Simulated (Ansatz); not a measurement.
# NH3S (singlet): from Hartree-Fock to the top rungs, cc-pVTZ

Aim: climb from Hartree-Fock through coupled cluster for NH3S (singlet) at one geometry and basis, and see what each rung misses.

Program: Ansatz 0.2.0, Gaussian basis. Level of theory: cc-pVTZ, core rule «outside noble gas», up to 6 orbitals frozen. These are calculated values, not measurements.

Plan: UHF; CCSD(T) on RHF; BCCD(T) on RHF; CCSDT(Q) on RHF.

1 further run of the same task is left out (for a known fault of the program).

**1. The geometry**

The geometry is a PBE0/def2-TZVP stationary point (not a proven minimum).

5 atoms, charge 0, spin multiplicity 1.

Atoms are counted from 1 here; the program's logs count them from 0.

Bond lengths: N1–S2 1.703 Å, N1–H3 1.010 Å, N1–H4 1.010 Å, S2–H5 1.347 Å. Angles: S2–N1–H3 111.0°, S2–N1–H4 111.0°, H3–N1–H4 110.2°, N1–S2–H5 97.6°.

**2. UHF**

in.yaml

```yaml
crystal:
  periodic: [false, false, false]
  atoms:
    - {symbol: N, position_ang: [0.000000, -0.144700, 1.126464]}
    - {symbol: S, position_ang: [0.000000, 0.085497, -0.560426]}
    - {symbol: H, position_ang: [-0.828420, 0.251917, 1.546431]}
    - {symbol: H, position_ang: [0.828420, 0.251917, 1.546431]}
    - {symbol: H, position_ang: [0.000000, -1.212908, -0.918127]}
basis:
  gaussian: {orbitals: cc-pVTZ}
magnetization: {spin_polarized: true, initial_magnetization: 0}
hamiltonian: {xc: hf}
output: {orbitals: {seedname: orbitals}}
```

Launch:

```sh
> ansatz run in.yaml --threads 1 --pin off --events-out ev --progress --plain --max-ram 2816MiB --backend cpu
```

Further steps of the session: CCSD(T) on RHF; BCCD(T) on RHF; CCSDT(Q) on RHF.

Q: Predict the results of all the runs planned. Wanted: RCCSDT(Q) below the RHF energy; RMP2 from RCCSDT(Q); RCCSD from RCCSDT(Q); RCCSD(T) from RCCSDT(Q); T1 diagnostic.

As calculated:

| quantity | value |
| --- | --- |
| RCCSDT(Q) below the RHF energy | -12.0641 eV |
| RMP2 from RCCSDT(Q) | +118.7 kJ/mol |
| RCCSD from RCCSDT(Q) | +48.1 kJ/mol |
| RCCSD(T) from RCCSDT(Q) | +3.9 kJ/mol |
| levels within 1 kcal/mol (43 meV) | RCCSD(T), BCCD(T), RCCSDT |
| T1 diagnostic | 0.010 |

RCCSD(T) misses by +3.9 kJ/mol, 0.3 % of the correlation energy. These misses are within one basis, not against nature.
